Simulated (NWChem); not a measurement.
System: SiH₂, triplet; SMILES [SiH2]

Results from NWChem. Pople sets run with spherical d functions. Spin-unrestricted. In the optimisation the excess spin sits in a1 and b2 (C2v, its own frame). All runs use the structure optimised with PBE0/def2-SVP, spin-unrestricted. No stability test was run on the SCF state.

For level PBE0/STO-3G:

```yaml
highest occupied level (eV): -1.72
lowest empty minus highest occupied level, either spin (eV): 2.73
dipole (D): 0.58
```

What are these values for level PBE0/6-31G*?

The highest occupied level (eV) is -5.72, the lowest empty minus highest occupied level, either spin (eV) is 2.57 and the dipole (D) is 0.01.
